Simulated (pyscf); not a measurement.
Thermochemistry of product channels of F–CH(F)–Cl (SMILES FC(F)Cl) + Cl• (SMILES [Cl]) on the doublet surface, in kcal/mol, from CCSD(T)/def2-TZVPP + ΔMP2(QZVPP) energies (ideal gas, 1 atm, RRHO with modes under 100 cm⁻¹ raised to 100, one conformer, R ln 2 for chiral ones without a mode under 150 cm⁻¹). Single points on ωB97X-D3(BJ)/def2-SVP structures (PySCF, gas phase). Correlated levels are frozen-core, on RHF or UHF. ΔMP2 is the change of the MP2 total energy from the triple- to the quadruple-zeta basis.

```json
[
 {"products": "F–C•(F)–Cl (SMILES F[C](F)Cl) + HCl (SMILES Cl)", "ΔE": "+2.2", "ΔH(298 K)": "-1.2", "ΔG(600 K)": "-6.0", "ΔG(1200 K)": "-11.1"},
 {"products": "HF (SMILES F) + F–C•(Cl)–Cl (SMILES F[C](Cl)Cl)", "ΔE": "+2.0", "ΔH(298 K)": "-0.6", "ΔG(600 K)": "-5.4", "ΔG(1200 K)": "-10.7"}
]
```

These are energies of the channels, which say nothing of barriers. The CCSD(T) − MP2 part came from Ansatz, without density fitting, on the same reference. Left out: orbital degeneracy and the spin-orbit lowering of Cl.
